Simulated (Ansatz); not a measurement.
**How far each method lies from UCCSDT(Q) for [H···H···GeH3], doublet**

Geometry: a point of a hydrogen-transfer path between rigid fragments, not a stationary point.

```xyz
6

H    -2.6025    0.0000    0.0000
H    -1.5455    0.0000    0.0000
Ge    0.0365    0.0000    0.0000
H     0.5052   -1.4659    0.0000
H     0.5052    0.7330   -1.2695
H     0.5052    0.7330    1.2695
```

Basis cc-pVDZ; Ansatz 0.2.0. Only valence electrons are correlated (noble-gas cores and the filled d shells of p-block atoms frozen), which leaves 9 electrons in 38 orbitals. Prefix R: restricted or restricted open-shell reference; prefix U: unrestricted. Active spaces: valence = (9e, 9o) chosen from the atoms' valence shells. No spin–orbit coupling is included, and no scalar relativity.

Full CI isn't at hand for all of this; UCCSDT(Q) serves as the reference, and is uncertain by about the last step of the cluster series. The frozen core follows each run's orbitals, which can shift R against U totals by a few meV for light atoms and by up to 0.1 eV past Ca.

```
UHF ⟨S²⟩                          : 0.771
T1 diagnostic (RCCSD)             : 0.0245
largest doubles amplitude (RCCSD) : 0.038
T1 diagnostic (UCCSD)             : 0.0147
```

Q: From what is known of these methods and the diagnostics, rank them by the size of their error in total energy against UCCSDT(Q) in cc-pVDZ, smallest first (an estimate: the text doesn't fix the numbers).
A. UCCSD(T)
B. UCCSDT
C. UHF
D. UCCSD
E. UMP2

A: B (0.05 kcal/mol), A (0.50 kcal/mol), D (2.29 kcal/mol), E (23.25 kcal/mol), C (99.46 kcal/mol).

All errors are against UCCSDT(Q) in cc-pVDZ. Within each family the higher level lies nearer, as is usual though not guaranteed.

Natural occupations of CASSCF (valence space) about the gap: 1.986 1.973 1.973 1.970 1.001 0.033 0.025 0.020 0.020; effectively unpaired electrons, Σ n²(2−n)², 1.02.
